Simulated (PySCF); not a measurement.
## Do core-level shifts follow atomic charges?

Compound: C₄H₇S (charge -1).
Numbering: `[CH3:1][CH2:2]/[CH:3]=[CH:4]\[S-:5]`

Binding energies: delta-SCF UKS SCAN, pcX-2 on the ionised atom, pcseg-1 elsewhere, spin-free X2C in PySCF 2.14.0. Charges: PBE0/pcSseg-1 ground-state density, for the ionised atom.

```tsv
atom	environment	C 1s (eV)	Mulliken (e)	IAO (e)	Hirshfeld (e)	ESP (e)
C3	carbon bonded to 2 C and H	284.30	-0.275	-0.285	-0.145	-0.407
C4	alkene CH carbon	285.23	-0.201	-0.239	-0.118	-0.137
C2	allylic carbon	285.94	-0.202	-0.244	-0.092	+0.276
C1	methyl carbon	286.12	-0.272	-0.403	-0.137	-0.232
```

Question: Give the correlation coefficient and slope of binding energy on charge for each scheme.

Answer: ESP: r = 0.63, slope 1.8 eV per e; Hirshfeld: r = 0.52, slope 18.4 eV per e; Mulliken: r = 0.29, slope 5.7 eV per e; IAO: r = -0.37, slope -4.0 eV per e. ESP charges have the highest r, on only 4 points.

Question: The point-charge model writes a binding energy as kq + V + constant, with V the potential of the other atoms' charges at the site. What does it give with the IAO charges?

Answer: V = Σ 14.40 eV Å × q/r over all other atoms: -5.14 eV at C3, -6.72 eV at C4, -4.28 eV at C2, -0.45 eV at C1. Fitting binding energy − V to q gives k = 28.1 eV per e and leaves an rms residual of 0.60 eV, against 0.67 eV for the fit on q alone. The model has no term for differences in relaxation between sites.

The unrestricted hole states depart most from a pure doublet (⟨S²⟩ = 0.75; over 0.85 named) for C 1s of C4 (0.89), which makes this value less certain. The species carries charge -1, so core ionisation leaves a neutral species. The basis sets have no added diffuse functions. Geometry: PBE0-D3(BJ)/def2-SVP, one conformer, isolated ion. The geometry's basis has no diffuse functions, a weakness for an anion.

The values belong to the conformer `[CH3:1][CH2:2]/[CH:3]=[CH:4]\[S-:5]`: C1–C2–C3–C4 -78°.
